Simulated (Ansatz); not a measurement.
Two shapes of doublet C₃H₄(+).

Shape 1:

```xyz
7

C     0.2789   -0.7611   -0.2584
C    -0.2801    0.6136   -0.4386
C    -0.0040    0.2890    0.7677
H     1.3086   -0.9742   -0.5508
H    -0.3738   -1.6319   -0.3432
H    -0.6484    1.3332   -1.1491
H     0.0305    0.5357    1.8148
```

Shape 2:

```xyz
7

C     0.2673   -0.7278   -0.2467
C    -0.2892    0.6122   -0.5170
C     0.0194    0.2492    0.8317
H     1.3118   -0.9725   -0.5512
H    -0.3773   -1.6328   -0.3427
H    -0.6502    1.3374   -1.1500
H     0.0297    0.5387    1.8182
```

Basis set: def2-SVP (spherical functions). Frozen core: 3 orbitals. Charge 1, multiplicity 2.

Computed with Ansatz (development build ahead of 0.2.0); each method stands on the lowest determinant of its kind that the runs found.

Q: Which shape is lower in energy, and by how much in each method?

A:

| method | E(2) − E(1) (eV) |
| --- | --- |
| UHF | 0.014 |
| UHF-MP2 | -0.104 |

The methods disagree on the order.
